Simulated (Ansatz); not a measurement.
Z-matrix (Å, degrees):
```
N
Si 1 1.713
H 1 1.005 2 121.8
H 1 1.008 2 122.2 3 -158.3
N 2 1.720 1 106.1 3 -158.1
H 2 1.504 1 117.2 3 86.9
H 5 1.008 2 120.2 1 56.6
H 5 1.008 2 119.6 1 -158.5
```

Charge 0, multiplicity 2.

(1) List the PBE/def2-TZVPP orbital energies in eV (Ansatz). (Best estimate.)

Results:

(1) Computed: α occupied: -1779.54, -380.06, -379.84, -137.17, -93.97, -93.90, -93.87, -21.25, -20.66, -12.91, -12.18, -11.96, -9.92, -8.75, -7.02, -6.04, -3.84. α empty: 0.04, 0.19, 1.63, 1.92, 1.94, 2.08, 2.45, 4.64. β occupied: -1779.48, -379.99, -379.81, -137.09, -93.84, -93.82, -93.79, -21.14, -20.57, -12.70, -12.13, -11.87, -9.83, -8.48, -6.62, -5.93. β empty: -2.22, 0.27, 0.38, 1.78, 2.15, 2.20, 2.46, 2.71. ⟨S²⟩ = 0.752.
